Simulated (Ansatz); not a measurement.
A made-up structure of C₂H₄B, doublet:

C1  (-1.520, -1.030, -0.278)
B2  (0.842, 0.561, 0.170)
C3  (-0.408, -0.289, -0.056)
H4  (-2.396, -1.617, -0.452)
H5  (1.008, 1.227, -0.753)
H6  (0.735, 1.260, 1.077)
H7  (1.788, -0.079, 0.301)
(Å)

It is relaxed with PBE-D4/def2-SVP and then PBE0-D4/def2-TZVP (Ansatz 0.2.0). Atoms count as bonded within 1.22 times the sum of their covalent radii (H–H: 0.88 Å). The end point is not checked to be a true minimum.

Task: Does its bonding change? (A judgement: the text doesn't fix the answer.)

Result: The calculation gives: No: no bond forms or breaks.

Where it ends: The first stage lowers the energy by 0.99 eV in 15 steps. It ends as C₂H₄B ([BH3][C][CH]):
C1  (-1.485, -1.007, -0.261)
B2  (0.859, 0.290, 0.145)
C3  (-0.439, -0.419, -0.080)
H4  (-2.402, -1.526, -0.420)
H5  (0.881, 1.453, -0.386)
H6  (0.704, 1.433, 0.698)
H7  (1.932, -0.189, 0.312)
(Å)

Labels in which every atom is bracketed show which atoms are joined, not bond orders.

For scale, one of the runs: PBE0-D4/def2-TZVP relaxation, 117 basis functions, launched by `ansatz run in.yaml --threads 2 --pin off --events-out ev --progress --plain --max-ram 4352MiB`. Hardware: 2 CPU threads of an Arm Neoverse V2, shared host. Wall time about 13 s.
